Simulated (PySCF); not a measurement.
## Löwdin shares of the frontier orbitals

Species: 1,3-dioxane, C₄H₈O₂.
Numbering: `[CH2:1]1[CH2:2][O:3][CH2:4][O:5][CH2:6]1` (hydrogens: H7, H8 on C1; H9, H10 on C2; H11, H12 on C4; H13, H14 on C6)

Geometry (PBE0-D3(BJ)/def2-TZVP, Å), atoms numbered from 1 in this order:
```
atom  x, y, z in Å
C1    -0.709    0.714    0.665
C2    -1.155   -0.051   -0.568
O3    -0.552   -1.330   -0.599
C4     0.837   -1.223   -0.551
O5     1.298   -0.614    0.616
C6     0.807    0.708    0.717
H7    -1.107    0.227    1.559
H8    -1.088    1.740    0.637
H9    -2.234   -0.212   -0.583
H10   -0.879    0.506   -1.478
H11    1.191   -0.649   -1.428
H12    1.241   -2.234   -0.570
H13    1.187    1.113    1.656
H14    1.215    1.314   -0.108
```

Theory: PySCF, TDDFT CAM-B3LYP/aug-cc-pVTZ, vertical, gas phase, core orbitals frozen in the response. One conformer (not necessarily the lowest) at the PBE0-D3(BJ)/def2-TZVP geometry, without solvent, vibrations or thermal averaging.

Kohn–Sham orbitals with the atoms that hold most of them (Löwdin shares over 4%, at most four atoms; ? is withheld):

| orbital | ε (eV) | atoms |
| --- | --- | --- |
| HOMO-3 | -10.81 | O5 18%, O3 18%, C4 18%, C1 13% |
| HOMO-2 | -10.66 | O3 22%, O5 22%, C6 14%, C2 14% |
| HOMO-1 | -9.32 | ? |
| HOMO | -9.17 | O5 30%, O3 30%, C1 9%, C6 8% |
| LUMO | 0.24 | ? |
| LUMO+1 | 0.56 | H11 17%, H7 16%, C1 10%, C2 8% |
| LUMO+2 | 0.64 | H13 28%, H9 28%, H10 9%, H14 9% |

Problem. Give the leading atoms of the LUMO.

Solution. H8 (bonded to C) 22%; H10 (bonded to C) 13%; H14 (bonded to C) 13%; H13 (bonded to C) 11%.

Problem. Which atoms hold the HOMO-1, and with what shares?

Solution. O3 (bonded to 2 C) 26%; O5 (bonded to 2 C) 26%; C4 (bonded to 2 O and 2 H) 13%; C2 (bonded to C, O and 2 H) 7%. By element: oxygen 53%, carbon 20% or more.

Problem. The HOMO–LUMO gap is 9.41 eV. Where does the response calculation put the lowest singlet, and from which orbitals?

Solution. S1 is at 7.05 eV (f = 0.0001), 2.36 eV below the gap, made of HOMO→LUMO (79%). 

Problem. One configuration dominates each of S1 and S3. Which, and how do the shares of the two leading atoms of either orbital change from the occupied to the empty one?

Solution. 
- S1 (7.05 eV, f 0.0001), HOMO→LUMO (79%): O5 30% → at most 12%, O3 30% → at most 12%, H8 at most 9% → 22%, H10 at most 9% → 13%
- S3 (7.44 eV, f 0.0000), HOMO→LUMO+1 (75%): O5 30% → at most 9%, O3 30% → at most 9%, H11 at most 9% → 17%, H7 at most 9% → 16%

Löwdin shares depend on the basis, the more so with diffuse functions.
